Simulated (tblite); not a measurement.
Compound: C3H6FN.
SMILES with atom numbers: `[F:1][CH2:2][C@H:3]1[CH2:4][NH:5]1` (hydrogens: H6, H7 on C2; H8 on C3; H9, H10 on C4; H11 on N5)

Computed with GFN2-xTB (tblite), gas phase: Langevin dynamics at 600 K from the optimised GFN2-xTB geometry, time step 0.5 fs, friction 0.01 fs⁻¹, 2000 steps. The instantaneous temperature is 2·E(kin)/(3Nk) with all 3N coordinates.

```
t (fs)  T (K)  E(pot) above start (eV)  F1–C2 (Å)  C2–C3 (Å)  C3–C4 (Å)  C4–N5 (Å)  C3–N5 (Å)  C2–H6 (Å)  F1–C2–C3–C4 (°)
     0    526                    0.000      1.376      1.508      1.481      1.444      1.444      1.093               85
    25    310                    0.502      1.355      1.499      1.500      1.457      1.400      1.119               94
    50    508                    0.483      1.442      1.531      1.530      1.453      1.439      1.158              106
    75    397                    0.657      1.397      1.485      1.477      1.387      1.542      1.101              123
   100    500                    0.603      1.332      1.506      1.509      1.502      1.494      1.054              122
   125    297                    0.839      1.323      1.549      1.540      1.557      1.422      1.056              115
   150    650                    0.346      1.423      1.499      1.477      1.494      1.496      1.106              123
   175    422                    0.762      1.413      1.459      1.563      1.413      1.497      1.176              131
   200    561                    0.550      1.351      1.526      1.564      1.491      1.482      1.114              118
   225    599                    0.466      1.318      1.559      1.485      1.513      1.443      1.096              103
   250    439                    0.620      1.422      1.614      1.471      1.422      1.426      1.080               98
   275    510                    0.370      1.411      1.566      1.436      1.443      1.441      1.089               88
   300    526                    0.438      1.372      1.463      1.459      1.410      1.425      1.079               82
   325    397                    0.495      1.317      1.527      1.501      1.368      1.388      1.076               73
   350    533                    0.437      1.397      1.576      1.483      1.440      1.446      1.067               73
   375    363                    0.833      1.386      1.509      1.438      1.508      1.429      1.131               72
   400    630                    0.582      1.417      1.526      1.477      1.462      1.460      1.113               55
   425    556                    0.808      1.379      1.507      1.489      1.458      1.440      1.066               41
   450    756                    0.451      1.362      1.494      1.510      1.422      1.459      1.125               38
   475    439                    1.064      1.463      1.557      1.502      1.415      1.461      1.147               33
   500    758                    0.759      1.351      1.531      1.498      1.544      1.371      1.106               33
   525    675                    0.612      1.440      1.511      1.524      1.456      1.455      1.071               42
   550    633                    0.841      1.459      1.487      1.490      1.410      1.583      1.053               65
   575    781                    0.648      1.371      1.429      1.482      1.557      1.440      1.151               53
   600    458                    0.917      1.348      1.536      1.577      1.446      1.473      1.172               57
   625    736                    0.710      1.390      1.490      1.493      1.487      1.519      1.113               71
   650    626                    0.875      1.425      1.394      1.478      1.496      1.452      0.988               83
   675    575                    0.838      1.423      1.567      1.617      1.390      1.420      1.084               83
   700    692                    0.689      1.428      1.508      1.463      1.496      1.476      1.155               81
   725    670                    0.885      1.347      1.525      1.421      1.450      1.441      1.214               91
   750    824                    0.595      1.365      1.587      1.498      1.420      1.427      1.098               88
   775    421                    1.161      1.398      1.501      1.473      1.429      1.428      0.998               80
   800    751                    0.776      1.388      1.460      1.497      1.439      1.375      1.059               78
   825    603                    0.825      1.419      1.483      1.484      1.452      1.410      1.141               70
   850    749                    0.765      1.356      1.453      1.447      1.454      1.454      1.220               66
   875    679                    0.750      1.433      1.460      1.467      1.391      1.471      1.107               74
   900    636                    0.729      1.465      1.520      1.509      1.422      1.487      1.033               71
   925    783                    0.725      1.332      1.565      1.527      1.509      1.413      1.069               55
   950    951                    0.742      1.352      1.586      1.520      1.440      1.420      1.121               64
   975    737                    1.083      1.408      1.493      1.413      1.423      1.489      1.159               67
  1000    745                    0.879      1.392      1.496      1.451      1.420      1.446      1.149               56
```

Question: From 500 fs on, how do temperature and potential energy compare with equipartition?

Answer: The mean temperature of these 21 frames is 690 K against the target 600 K, and the mean potential energy 0.80 eV against 27 × kT/2 = 0.70 eV for 27 classical harmonic modes. For 11 atoms in a canonical ensemble the temperature itself scatters by T·√(2/(3N)) = 148 K; here its standard deviation is 115 K. The whole run lasts only 10 friction times of 100 fs, so these averages carry a wide statistical error.

Question: What are the kinetic and total energies of the listed frame with the highest potential energy?

Answer: The one at 775 fs, 1.161 eV above the start. Its kinetic energy is 3NkT/2 = 0.599 eV at 421 K, so the sum is 1.76 eV; over the listed frames the sum runs from 0.75 to 2.13 eV, since the thermostat adds and removes energy.

Question: How much do the listed bonds fluctuate from 500 fs on?

Answer: 
```
 bond  at the start (Å)  mean (Å)  standard deviation (Å)
F1–C2             1.376     1.395                   0.039
C2–C3             1.508     1.504                   0.048
C3–C4             1.481     1.492                   0.046
C4–N5             1.444     1.454                   0.045
C3–N5             1.444     1.450                   0.046
C2–H6             1.093     1.108                   0.061
```

The motion is classical and holds no zero-point motion.

The cost below is that of the whole dynamics run. Time: 20 s wall; peak memory 0.18 GiB. Hardware: one thread of an AMD EPYC, shared host.
